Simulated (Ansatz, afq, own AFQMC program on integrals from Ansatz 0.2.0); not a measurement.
Two steps: Ansatz 0.2.0 writes the Fock matrix and Cholesky factors of the valence space, and afq projects on them the lowest state that overlaps trial and start.

```yaml
crystal:
  periodic: [false, false, false]
  atoms:
    - {symbol: Si, position_ang: [-0.013398, 0.041257, 1.651149]}
    - {symbol: Ge, position_ang: [-0.013398, -0.005175, -0.700682]}
    - {symbol: H, position_ang: [-0.013398, 1.208919, 2.580182]}
    - {symbol: H, position_ang: [-0.013398, -1.186191, 2.498765]}
    - {symbol: H, position_ang: [1.365644, -0.799342, -0.590372]}
basis:
  gaussian: {orbitals: cc-pVDZ}
magnetization: {spin_polarized: true, initial_magnetization: 1}
correlation: {method: ccsd_t, electrons: outside_noble_gas, hamiltonian_folder: ham}
```

```sh
$ ansatz run in.yaml --threads 1 --pin off --events-out ev --progress --plain --max-ram 1382MiB
```

afq runs on the folder ham with

```
--method phaseless --trial cisd --walkers 60 --populations 1 --least-time 40 --time-step 0.005 --steps-per-block 50 --equilibration-blocks 40 --max-blocks 300 --target-error 0.0008 --factor-cut 1e-05 --start spin_pure --seed 9830 --release-times 0.24,0.51,0.99,1.62,2.4 --release-step 0.03 --release-every 4 --taylor-order 6
```

Times are imaginary, in 1/Eh. The walk had a cap of 1706 s. Filled inner d shells are frozen with the cores.

Log:

```
orbitals 41  electrons 6 5  factors 325 of 641
reference energy -2365.93143162 Eh
CCSD correlation -0.20742838 Eh in 19 cycles, weight of the determinant in the CISD state 0.8117
energy of the start -2366.127459 Eh
 block  time / (1/Eh)  mean weight  energy / Eh
     1     0.250  1.0015  -2366.128968
     2     0.500  0.9991  -2366.131502
     3     0.750  1.0014  -2366.136546
     4     1.000  1.0007  -2366.140142
     5     1.250  1.0006  -2366.141548
     7     1.750  0.9997  -2366.143110
     9     2.250  0.9993  -2366.145068
    11     2.750  0.9981  -2366.149579
    21     5.250  1.0020  -2366.146975
    31     7.750  1.0008  -2366.147555
    41    10.250  1.0014  -2366.150217
    51    12.750  1.0009  -2366.149362
    61    15.250  0.9972  -2366.144147
    71    17.750  1.0008  -2366.146202
    81    20.250  1.0006  -2366.152382
    91    22.750  0.9992  -2366.156820
   101    25.250  0.9988  -2366.148390
   111    27.750  0.9997  -2366.145436
   116    29.000  0.9997  -2366.140817
   121    30.250  0.9998  -2366.145420
   131    32.750  1.0000  -2366.147595
   141    35.250  0.9992  -2366.145883
   151    37.750  0.9994  -2366.141563
   161    40.250  1.0000  -2366.148667
   171    42.750  0.9989  -2366.147008
   181    45.250  0.9983  -2366.145585
   191    47.750  1.0011  -2366.149839
   196    49.000  1.0000  -2366.143959
blocks merged  error / Eh  count
     1  0.000279  160
     2  0.000343  80
     4  0.000420  40
     8  0.000454  20
    16  0.000518  10
released: time / (1/Eh)  energy / Eh  error  mean overlap
  0.24  -2366.148050  0.000530  0.9966
  0.51  -2366.149603  0.000594  0.9654
  0.99  -2366.149348  0.000585  0.9619
  1.62  -2366.149062  0.000784  0.9539
  2.40  -2366.149685  0.000885  0.9166
energy -2366.147367 +/- 0.000454 Eh
(rows thinned)
```

The run passed its tests (sampling time, drift between the halves within three errors, error under three times the target), which doesn't prove that it has relaxed.

Against this walk (error 12.4 meV) on the same determinant: CCSD(T) 37.6 meV higher. The error is statistical and leaves out the bias of the constraint. The determinant has ⟨S²⟩ = 0.98, so the low cluster orders mix in higher spin (the high orders can go on to a lower state of that spin), while the walk starts as a pure doublet. None of these is a sure reference here. Released to 2.40 1/Eh the energy lies 63 ± 27 meV (both errors) below the phaseless value, which shows part or all of the bias of the constraint, and CCSD(T) lies 100.7 meV above the released value.

Cautions: constraint bias not in the error; no relativity below Rb; no spin-orbit coupling; inner d shell frozen; higher spins were not checked; strong correlation (T1 0.052, weight of the determinant 0.81, largest double 0.06); unrestricted determinant spin contaminated (⟨S²⟩ 0.98 against 0.75); the bias of populations of 60 walkers isn't removed.

The walk took 6.8 min on 1 thread of Arm Neoverse V1, with other jobs on the host. The log's last line is the phaseless energy.
